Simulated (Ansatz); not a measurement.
fcc Ni was calculated with BLYP (Ansatz, a program for electronic structure, plane waves, PAW).

Settings: plane-wave cutoff 520 eV, 26×26×26 k mesh, Fermi–Dirac smearing 0.05 eV, spin-polarised with parallel moments, scalar-relativistic PAW data made under PBE.

Cell (measured lattice):

```
CELL_PARAMETERS angstrom
      0.00000     1.76205     1.76205
      1.76205     0.00000     1.76205
      1.76205     1.76205     0.00000
ATOMIC_POSITIONS crystal
  Ni 0.00000 0.00000 0.00000
```
Starting moments (μB, in the order of the record's atoms Ni): 0.8.

Predict the magnetic moment per atom (the cell's total over its atoms).


magnetic moment per atom (the cell's total over its atoms): 0.61 μB

The run finds no gap.

Note: cell and atoms aren't relaxed at this level (pressure 8.5 GPa).

Moments are spin moments.

Computed values are for the static lattice.

It cost around 16 core-seconds (rough) of CPU time.
